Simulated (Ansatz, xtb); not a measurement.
**C2H7Si+: which of two structures lies lower**

Structure a: `C[SiH+]C`, a singlet. Structure b: a singlet given by its coordinates. Both are isolated ions in the gas phase, relaxed with r2SCAN-D4/def2-SVP.

a (Å):

```yaml
atoms:
  - { symbol: C, position_ang: [1.5460, -0.7237, -1.8095] }
  - { symbol: C, position_ang: [1.2461, 1.7328, 0.2759] }
  - { symbol: Si, position_ang: [2.1207, 0.8147, -1.0279] }
  - { symbol: H, position_ang: [0.5824, -1.0846, -1.4223] }
  - { symbol: H, position_ang: [1.4739, -0.5710, -2.9040] }
  - { symbol: H, position_ang: [2.3170, -1.5080, -1.6796] }
  - { symbol: H, position_ang: [3.4132, 1.3682, -1.4941] }
  - { symbol: H, position_ang: [0.2960, 1.2719, 0.5816] }
  - { symbol: H, position_ang: [1.0629, 2.7690, -0.0696] }
  - { symbol: H, position_ang: [1.9100, 1.8372, 1.1560] }
```

b (Å):

```yaml
atoms:
  - { symbol: C, position_ang: [1.2704, -0.2246, -1.3529] }
  - { symbol: C, position_ang: [0.7608, 1.0736, -0.6613] }
  - { symbol: Si, position_ang: [2.8548, 0.4510, -0.7844] }
  - { symbol: H, position_ang: [0.9196, -1.1445, -0.8699] }
  - { symbol: H, position_ang: [1.0960, -0.2411, -2.4355] }
  - { symbol: H, position_ang: [3.5786, 1.4308, -1.6186] }
  - { symbol: H, position_ang: [3.3308, 0.1598, 0.5824] }
  - { symbol: H, position_ang: [0.1236, 0.8754, 0.2122] }
  - { symbol: H, position_ang: [0.3019, 1.7845, -1.3630] }
  - { symbol: H, position_ang: [1.5824, 1.7398, -0.1837] }
```

Close contacts (Å): C1–C2 1.56, C1–Si3 1.81, C2–Si3 2.19, C1–H4 1.10, C1–H5 1.10, C2–H8 1.10, C2–H9 1.10, C2–H10 1.16, Si3–H6 1.48, Si3–H7 1.48, Si3–H10 1.91.

Task: Which of the two would you expect CCSD(T)/def2-TZVP electronic energies to favour?

Result: Structure a; the calculation gives E(b) − E(a) = +18.4 kcal/mol.

The same difference at several levels:

```
             level            geometry  E(b) − E(a) (kcal/mol)  departure from the last row (kcal/mol)  job, with rough time for the two
r2SCAN-D4/def2-SVP  r2SCAN-D4/def2-SVP                     +18.4                                     0.0             optimisation, 3.9 min
      HF/def2-TZVP  r2SCAN-D4/def2-SVP                     +22.5                                    +4.1           part of the CCSD(T) run
     MP2/def2-TZVP  r2SCAN-D4/def2-SVP                     +18.7                                    +0.4           part of the CCSD(T) run
 CCSD(T)/def2-TZVP  r2SCAN-D4/def2-SVP                     +18.4                                                        single point, 74 s
```

None of the levels shown reverses the order. The largest departure from CCSD(T)/def2-TZVP is that of HF/def2-TZVP, 4.1 kcal/mol. Levels run at GFN2-xTB geometries aren't shown.

With harmonic frequencies from r2SCAN-D4/def2-SVP (ideal gas, rigid rotor, one conformer each, 298.15 K, 1 atm): on the last row, ΔE + ΔZPE = +19.1 kcal/mol. A mode under 50 cm⁻¹ makes harmonic enthalpies and free energies unreliable, so none is given.

The correlated steps freeze 7 core orbitals. Run with Ansatz 0.2.0; the last row on 1 thread of Intel(R) Xeon(R) Processor @ 2.50GHz (Skylake/Cascade Lake) on a shared host.
